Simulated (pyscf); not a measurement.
HN=SiH–Cl + HF -> HN=Si(F)–Cl + H₂ (four-centre exchange; singlet surface; H–Si, F–H broken, F–Si, H–H formed). Structures and frequencies: ωB97X-D3(BJ)/def2-SVP in PySCF. Energies in kcal/mol from the separated reactants.

| level | barrier | reaction energy |
|---|---|---|
| ωB97X-D3(BJ)/def2-TZVP | 17.4 | -24.4 |
| PBE/def2-TZVP | 12.9 | -23.2 |
| r²SCAN/def2-TZVP | ___ | -26.4 |
| PBE0-D3(BJ)/def2-TZVP | 15.2 | -22.6 |
| ωB97M-D3(BJ)/def2-TZVP | ___ | ___ |
| HF/def2-TZVP | 32.9 | -23.4 |

Task: Complete the blanks.

Result: 
- r²SCAN/def2-TZVP, barrier: 12.6
- ωB97M-D3(BJ)/def2-TZVP, barrier: 17.0
- ωB97M-D3(BJ)/def2-TZVP, reaction energy: -24.3

The functionals in the table span 4.8 kcal/mol in this barrier, from r²SCAN to ωB97X-D3(BJ)/def2-TZVP. The same reactants have a lower exit, to HN=SiH–F + HCl (barrier +6.0 kcal/mol at ωB97M-D3(BJ)/def2-TZVP, against +17.0 kcal/mol here). HN=SiH–Cl lies 26.4 kcal/mol over its isomer H₂N–Si:–Cl [singlet] (electronic energy, ωB97M-D3(BJ)/def2-TZVP). This is the saddle that the search found; another between the same sides may lie lower.
